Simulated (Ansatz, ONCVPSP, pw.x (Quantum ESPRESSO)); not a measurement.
## What a changed setting does to a pw.x run (bcc W)

Potential: optimised norm-conserving Vanderbilt (ONCV), ONCVPSP 4.0.1.1 (patched build), PBEsol; core [Kr] 4d10 4f14, reference 5s2 5p6 5d4 6s2; waves: 5s+6s: rc 2.34 bohr, ncon 4, nbas 8, qcut 5.7 1/bohr, 3 projectors, debl 2.7 Ha; 5p: rc 1.88 bohr, ncon 4, nbas 7, qcut 10.4 1/bohr, 3 projectors, debl 1.5 Ha; 5d: rc 3.24 bohr, ncon 5, nbas 10, qcut 5.8 1/bohr, 2 projectors, debl 3.3 Ha; local part: polynomial inside 1.68 bohr (lpopt 5, dvloc0 4 Ha); core correction: none. In the p channel the program set the typed energies aside and used -1.588, 0.250, 1.750 Ha.

The reference run (k-mesh 15³, cutoffs 75/300 Ry, Fermi–Dirac 0.01 Ry, mixing_beta 0.4, conv_thr 1e-9, no spin) gives -1.20 GPa at 15.687 Å³/atom, where all-electron LAPW gives 0.22 GPa. This run, with its own iteration cap, changes mixing_beta to 0.05.

```
&control
  calculation='scf', prefix='x', pseudo_dir='./', outdir='./tmp', tstress=.true., disk_io='none'
/
&system
  ibrav=0, nat=1, ntyp=1, ecutwfc=75, ecutrho=300, nbnd=15,
  occupations='smearing', smearing='fd', degauss=0.01
/
&electrons
  conv_thr=1e-09, mixing_beta=0.05, electron_maxstep=60
/
ATOMIC_SPECIES
W 1.0 W.UPF
CELL_PARAMETERS angstrom
  -1.57698163 1.57698163 1.57698163
  1.57698163 -1.57698163 1.57698163
  1.57698163 1.57698163 -1.57698163
ATOMIC_POSITIONS crystal
W 0.0000 0.0000 0.0000
K_POINTS automatic
15 15 15 0 0 0
```

```bash
pw.x < W.scf.in > W.scf.out
```

Task: How does the run end?

Result: It converges in 10 iterations; the free energy moves by +0.0 meV/atom and the pressure by -0.01 GPa. The result is that of the reference run.

```
Message from routine setup:
     using ibrav=0 with symmetry is DISCOURAGED, use correct ibrav instead
     lattice parameter (alat)  =       5.1616  a.u.
     unit-cell volume          =     105.8611 (a.u.)^3
     number of electrons       =        14.00
     number of Kohn-Sham states=           15
     kinetic-energy cutoff     =      75.0000  Ry
     charge density cutoff     =     300.0000  Ry
     scf convergence threshold =      1.0E-09
     Exchange-correlation= PBESOL
     number of k points=   120  Fermi-Dirac smearing, width (Ry)=  0.0100
     iteration #  1     ecut=    75.00 Ry     beta= 0.05
     total energy              =    -137.10015527 Ry
     estimated scf accuracy    <       0.03551346 Ry
     iteration #  2     ecut=    75.00 Ry     beta= 0.05
     total energy              =    -137.08357980 Ry
     estimated scf accuracy    <       0.03064391 Ry
     iteration #  3     ecut=    75.00 Ry     beta= 0.05
     total energy              =    -137.08919675 Ry
     estimated scf accuracy    <       0.00092087 Ry
     [... 4 iterations left out ...]
     iteration #  8     ecut=    75.00 Ry     beta= 0.05
     total energy              =    -137.08873264 Ry
     estimated scf accuracy    <          5.3E-09 Ry
     iteration #  9     ecut=    75.00 Ry     beta= 0.05
     total energy              =    -137.08873264 Ry
     estimated scf accuracy    <       0.00000002 Ry
     iteration # 10     ecut=    75.00 Ry     beta= 0.05
     the Fermi energy is    22.5790 ev
!    total energy              =    -137.08873264 Ry
     estimated scf accuracy    <          5.6E-11 Ry
     smearing contrib. (-TS)   =      -0.00219341 Ry
     The total energy is F=E-TS. E is the sum of the following terms:
     one-electron contribution =     -18.38854905 Ry
     hartree contribution      =      16.10800268 Ry
     xc contribution           =     -15.12904910 Ry
     ewald contribution        =    -119.67694376 Ry
     convergence has been achieved in  10 iterations
          total   stress  (Ry/bohr**3)                   (kbar)     P=      -12.16
     Message from routine punch:
     Nothing written, as per user request (disk_io='none')
```

The run took about 54 s on one core of a shared host (Neoverse-N1, 64 threads, 126 GiB, load 42).
